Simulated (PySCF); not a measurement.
H3N. Atoms are numbered in the order given.

```xyz
4

N      0.0000     0.0000     0.1137
H     -0.8137    -0.4698    -0.2653
H      0.0000     0.9396    -0.2653
H      0.8137    -0.4698    -0.2653
```
Charge 0, spin multiplicity 1.

Coordinates come from a PBE0-D3(BJ)/def2-TZVPD optimisation.

Calculation: PBE/def2-TZVPD (PySCF).

Gas-phase values at a fixed geometry.

Computed frontier levels, gap, dipole moment and polarisability:
```
Quantity                                                                                                       Result
---------------------------------------------------------------------------------------------  ----------------------
highest occupied level                                                                                       -6.13 eV
lowest empty level                                                                                           -0.31 eV
orbital gap                                                                                                   5.82 eV
dipole moment                                                                                                  1.46 D
quadrupole, principal values (traceless, Buckingham form, about the centre of nuclear charge)   -3.05, 1.53, 1.53 D·Å
mean static polarisability                                                                       14.8 bohr³ (2.19 Å³)
polarisability, principal values                                                               14.1, 14.1, 16.1 bohr³
```
